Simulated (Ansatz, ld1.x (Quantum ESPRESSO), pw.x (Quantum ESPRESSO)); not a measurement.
# Re: does the ultrasoft potential hold in the solid?

| Item | Value |
| --- | --- |
| Element | rhenium (Re) |
| Generator | ld1.x (Quantum ESPRESSO) 7.5 |
| Type | ultrasoft |
| Functional | LDA (PW92) |
| Relativity | scalar-relativistic |
| Frozen core | [Kr] 4d10 4f14 |
| Valence charge | 15 |
| Reference configuration | 5s2 5p6 5d5 6s1.75 6p0 (charge +0.25) |
| Partial waves | 5s (bound): rcut 1.35, rcutus 1.45 bohr; 6s (bound): rcut 1.35, rcutus 1.45 bohr; 5p (bound): rcut 1.75, rcutus 2.15 bohr; 6p (bound, empty): rcut 1.75, rcutus 2.15 bohr; 5d (bound): rcut 1.75, rcutus 1.95 bohr; 5d channel at -0.1 Ry: rcut 1.75, rcutus 1.95 bohr; 5f channel at 0.35 Ry: rcut 1.75, rcutus 2.15 bohr |
| Local potential | all-electron potential smoothed inside 1.35 bohr (lloc = -1) |
| Core correction | none |
| Augmentation charge | PSQ, inside the norm-conserving radii |

Atomic tests: configuration tests: test run stopped at test 4 of 9 (negative rho); lowest eigenvalue of the overlap operator: -0.27 (p channel); it is negative, so in a basis up to 400 Ry S is not positive definite; density cutoff estimated by the generator: 240 Ry.

Crystal test: fcc Re in pw.x 7.5, no spin, 15³ k-points, Fermi–Dirac smearing 0.01 Ry, cutoffs 60/480 Ry. The lattice is a test structure that the element need not adopt, and mesh and smearing are coarse.

pw.x input:

```
&control
  calculation='scf', prefix='x', pseudo_dir='./', outdir='./tmp', tstress=.true., disk_io='low'
/
&system
  ibrav=0, nat=1, ntyp=1, ecutwfc=60, ecutrho=480, nbnd=15,
  occupations='smearing', smearing='fd', degauss=0.01
/
&electrons
  conv_thr=1e-09, mixing_beta=0.4, electron_maxstep=70
/
ATOMIC_SPECIES
Re 1.0 Re.UPF
CELL_PARAMETERS angstrom
  0.00000000 1.92954735 1.92954735
  1.92954735 0.00000000 1.92954735
  1.92954735 1.92954735 0.00000000
ATOMIC_POSITIONS crystal
Re 0.0000 0.0000 0.0000
K_POINTS automatic
15 15 15 0 0 0
```

```bash
pw.x < Re.scf.in > Re.scf.out
```

Q: How does the run end?

A: Failed (cdiaghg: S matrix not positive definite). The atomic test gives a lowest overlap eigenvalue of -0.27 in the p channel. The ghost test of this file was not conclusive. Its overlap operator is not positive definite. Atomic configuration tests: test run stopped at test 4 of 9 (negative rho). The log shows:

```
Message from routine setup:
     using ibrav=0 with symmetry is DISCOURAGED, use correct ibrav instead
     lattice parameter (alat)  =       5.1567  a.u.
     unit-cell volume          =      96.9601 (a.u.)^3
     number of electrons       =        15.00
     number of Kohn-Sham states=           15
     kinetic-energy cutoff     =      60.0000  Ry
     charge density cutoff     =     480.0000  Ry
     scf convergence threshold =      1.0E-09
     Exchange-correlation= PW
     number of k points=   120  Fermi-Dirac smearing, width (Ry)=  0.0100
     iteration #  1     ecut=    60.00 Ry     beta= 0.40
     Error in routine cdiaghg (56):
     S matrix not positive definite
```
